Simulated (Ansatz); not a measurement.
The inner images of a band of AlH3O + H3P (9 atoms, charge 0, multiplicity 1) are given out of order.

All numbers below come from Ansatz, RKS PBE0-D4/def2-SVP.

Initial state:

```xyz
9
Properties=species:S:1:pos:R:3
Al 0.216 -0.046 0.261
O -0.297 -0.669 1.772
H -1.210 -0.828 2.019
H 1.782 0.010 0.049
H -0.854 0.248 -0.878
P 0.219 3.119 1.389
H 1.522 2.651 1.036
H -0.371 2.719 0.147
H -0.137 1.906 2.061
```

Final state:

```xyz
9
Properties=species:S:1:pos:R:3
Al 0.373 0.491 0.227
O -0.373 -0.202 1.984
H -1.185 -0.726 1.947
H 1.779 -0.247 0.111
H -0.851 0.070 -0.716
P 0.338 2.708 1.074
H 1.656 3.108 0.709
H -0.320 3.335 -0.024
H -0.549 0.573 2.544
```

Q: Put them in order from the first end to the last, with their energies above the first end.
A.
```xyz
9
Properties=species:S:1:pos:R:3
Al 0.383 0.462 0.198
O -0.373 -0.191 1.958
H -1.251 -0.592 2.003
H 1.843 -0.149 0.066
H -0.784 0.141 -0.844
P 0.224 2.623 1.199
H 1.595 2.917 0.977
H -0.305 3.171 0.000
H -0.463 0.728 2.299
```
B.
```xyz
9
Properties=species:S:1:pos:R:3
Al 0.415 0.431 0.232
O -0.327 -0.159 1.910
H -1.190 -0.591 1.971
H 1.947 0.048 0.124
H -0.656 0.181 -0.922
P 0.049 2.662 1.368
H 1.443 2.757 1.113
H -0.417 2.883 0.044
H -0.395 0.899 2.015
```
C.
```xyz
9
Properties=species:S:1:pos:R:3
Al 0.369 0.338 0.251
O -0.327 -0.182 1.884
H -1.200 -0.584 1.976
H 1.915 0.036 0.099
H -0.695 0.219 -0.924
P 0.067 2.691 1.433
H 1.458 2.668 1.122
H -0.404 2.819 0.091
H -0.313 1.106 1.925
```
D.
```xyz
9
Properties=species:S:1:pos:R:3
Al 0.370 0.462 0.196
O -0.360 -0.197 1.974
H -1.213 -0.650 1.990
H 1.799 -0.224 0.056
H -0.841 0.081 -0.776
P 0.274 2.650 1.118
H 1.621 3.038 0.878
H -0.301 3.294 -0.013
H -0.481 0.657 2.433
```
E.
```xyz
9
Properties=species:S:1:pos:R:3
Al 0.397 0.464 0.213
O -0.361 -0.175 1.940
H -1.243 -0.565 1.997
H 1.890 -0.059 0.092
H -0.724 0.176 -0.886
P 0.152 2.632 1.284
H 1.539 2.815 1.048
H -0.343 3.024 0.013
H -0.439 0.799 2.156
```
F.
```xyz
9
Properties=species:S:1:pos:R:3
Al 0.311 0.178 0.279
O -0.285 -0.337 1.851
H -1.196 -0.592 2.015
H 1.875 0.042 0.071
H -0.748 0.237 -0.904
P 0.089 2.800 1.461
H 1.456 2.613 1.090
H -0.414 2.761 0.121
H -0.220 1.409 1.874
```
G.
```xyz
9
Properties=species:S:1:pos:R:3
Al 0.260 0.027 0.269
O -0.275 -0.540 1.805
H -1.196 -0.648 2.052
H 1.826 0.018 0.051
H -0.805 0.263 -0.887
P 0.156 2.973 1.442
H 1.479 2.605 1.051
H -0.406 2.752 0.145
H -0.171 1.662 1.928
```

A: G (+0.03 eV), F (+0.30 eV), C (+0.72 eV), B (+0.47 eV), E (+0.19 eV), A (+0.01 eV), D (-0.08 eV).

The run took 6.5 min on 1 thread of Intel(R) Xeon(R) Platinum 8259CL CPU @ 2.50GHz (Skylake/Cascade Lake) (shared host), peak memory 0.19 GiB.
